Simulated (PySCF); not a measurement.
# CCSD(T)/STO-3G run of SiH3Cl (SMILES [SiH3]Cl)

Aim: a single-point energy of SiH3Cl. Input form: a Python script.

The calculation is run with PySCF 2.14.0.

9 further runs of the same task are left out: 9 set aside as unsound or not needed.

## (1) The molecule

The species is SiH3Cl (5 atoms), meant as a singlet with charge 0. SMILES: `[SiH3]Cl`. The Si1–H3 distance was set to 1.777 Å, away from the relaxed value.

Bond lengths: Si1–Cl2 2.054 Å, Si1–H4 1.481 Å, Si1–H5 1.481 Å. Angles: Cl2–Si1–H4 108.5°, Cl2–Si1–H5 108.5°, H4–Si1–H5 110.4°. A long bond or contact: Si1–H3 1.777 Å.

## (2) A single-point energy at CCSD(T)/STO-3G

Contents of run.py:

```python
from pyscf import gto, scf, cc

molecule = gto.M(
    atom='''
Si     0.105437     0.226746    -0.477950
Cl     3.790970    -0.778777     0.203864
H     -1.796941    -0.922753     2.039203
H     -0.693350    -0.915215    -2.904358
H     -0.043473     3.017494    -0.617411
''',
    charge=0,
    unit='bohr',
    max_memory=1860,
    basis='sto-3g',
    verbose=4,
)

mf = scf.RHF(molecule)
mf.conv_tol = 1e-10
mf.kernel()
if not mf.converged:
    mf = mf.newton().run(mf.mo_coeff, mf.mo_occ)

mycc = cc.CCSD(mf, frozen=10)
mycc.kernel()
e_t = mycc.ccsd_t()
e_final = mycc.e_tot + e_t
print('Final energy', e_final)
```

Launch:

```sh
$ OMP_NUM_THREADS=1 python run.py
```

Q: Predict the results. Wanted: total energy; dipole moment; HOMO energy; LUMO energy; HOMO–LUMO gap; correlation energy; (T) correction; T1 diagnostic.

Computed results:

At CCSD(T)/STO-3G, 10 core orbitals frozen:

```
                                    quantity          value
                                total energy  -742.00570 Eh
        dipole moment (Hartree–Fock density)         2.78 D
         HOMO energy (Hartree–Fock orbitals)       -9.76 eV
         LUMO energy (Hartree–Fock orbitals)        8.73 eV
       HOMO–LUMO gap (Hartree–Fock orbitals)       18.50 eV
correlation energy (10 core orbitals frozen)      -78.3 mEh
                              (T) correction      -0.79 mEh
                               T1 diagnostic          0.005
```

In words: Mulliken charges of the mean-field density run from -0.39 on Cl2 to +0.75 on Si1; they depend strongly on the basis. The triples make up 1.0 % of the correlation energy.
